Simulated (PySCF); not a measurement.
Molecule: `InChI=1S/C2H7N/c1-3-2/h3H,1-2H3`.

Structure with atom numbers: `[CH3:1][NH:2][CH3:3]`. Hydrogens are named by the atom that carries them.

Spin–spin couplings on one PBE0-D3(BJ)/def2-SVP geometry, PySCF, gas phase, non-relativistic, equivalent pairs averaged (spin–dipole term only in couplings to heteroatoms); isotopes $^{15}$N, $^{1}$H; functional B3LYP.

Reference values (Hz): $^{1}J$(N2,H(N2)) = -67.0 (measured; Jessen and Sauer, arXiv:2312.00705).

Question: How do the couplings (Hz) change with the basis set? Times are CPU seconds on 1 thread of an Arm Neoverse V1, shared host. Far from the basis limit: 6-31G*, pcJ-0, 6-31G-J, def2-TZVP, cc-pVTZ.

Answer: 
```
    basis set  functions  $^{1}J$(N2,H(N2))  abs. error  core-s
       6-31G*         56              -70.5         3.5     2.5
        pcJ-0         60              -57.7         9.3     2.5
      6-31G-J         64              -73.2         6.2     2.8
    def2-TZVP        135              -66.6         0.4     6.9
        pcJ-1        151              -71.1         4.1     6.8
      cc-pVTZ        188              -56.9        10.1      11
aug-cc-pVTZ-J        278              -72.7         5.7      20
        pcJ-2        321              -71.9         4.9      28
```

Errors compare magnitudes, without vibrational corrections. Closest: def2-TZVP; furthest: cc-pVTZ.

The Fermi-contact term samples the wavefunction at the nucleus, which is why sets with added tight s functions (names with J) are made for couplings. Agreement of an ordinary basis with the reference is then largely a cancellation of errors.
